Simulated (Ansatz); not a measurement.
HBe–BeH, singlet: reading a ladder of total energies

Geometry: a point of a breathe scan, not a stationary point.

```xyz
4

Be    0.0000    0.0000    1.3517
Be    0.0000    0.0000   -1.3517
H     0.0000    0.0000    3.0819
H     0.0000    0.0000   -3.0819
```

Basis cc-pVDZ; Ansatz 0.2.0. Only valence electrons are correlated (noble-gas cores frozen), which leaves 6 electrons in 36 orbitals. Prefix R: restricted or restricted open-shell reference.

Full CI is exact within this basis and frozen core; it isn't the basis-set limit.

Runs differ by some tens of microhartree through their thresholds, so steps under 0.03 kcal/mol mean nothing.

```tsv
level	total energy (hartree)
RHF	-30.302512
RMP2	-30.381547
RCCSD	-30.411089
RCCSD(T)	-30.413182
RCCSDT	-30.414019
RCCSDT(Q)	-30.414119
full CI	-30.414161
```

Problem. What is the correlation energy at full CI, and what share of it do RMP2 and RCCSD(T) recover?

Solution. E(corr) = -30.414161 − (-30.302512) = -0.111649 hartree = -3.038 eV. RMP2: -0.079035 / -0.111649 = 70.79 %. RCCSD(T): -0.110670 / -0.111649 = 99.12 %.

Problem. By how many kcal/mol does RCCSD(T) miss full CI (1 hartree = 627.509 kcal/mol), and which steps make up the rest?

Solution. -30.413182 − (-30.414161) = 0.000979 hartree = 0.61 kcal/mol. Steps: RCCSDT − RCCSD(T) = -0.53, RCCSDT(Q) − RCCSDT = -0.06, full CI − RCCSDT(Q) = -0.03 kcal/mol. That is within 1 kcal/mol of the reference in this basis, which itself misses far more of the correlation at the basis-set limit.
